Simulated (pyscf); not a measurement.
Optimised with ωB97X-D3(BJ)/def2-SVP in PySCF.

Problem. HS–ZnH + H₂ -> ZnH₂ + H₂S
Surface: singlet. Broken: S–Zn, H–H. Formed: H–Zn, H–S. Give ΔE‡ and ΔE from r²SCAN/def2-TZVP, relative to the separated reactants.

Solution. ΔE‡ = 30.4 kcal/mol, ΔE = +20.7 kcal/mol. ωB97M-D3(BJ)/def2-TZVP gives 35.0 kcal/mol and +18.1 kcal/mol. Zero-point energy shifts the barrier by +1.3 kcal/mol. It is a four-centre exchange, with an imaginary mode of 1246i cm⁻¹. On the product side the descent ends in a complex, 6.9 kcal/mol under the separated species and 20.9 kcal/mol under the saddle at ωB97X-D3(BJ)/def2-TZVP. This is the saddle that the search found; another between the same sides may lie lower. Elements up to Kr have no core potential and no relativistic terms here.
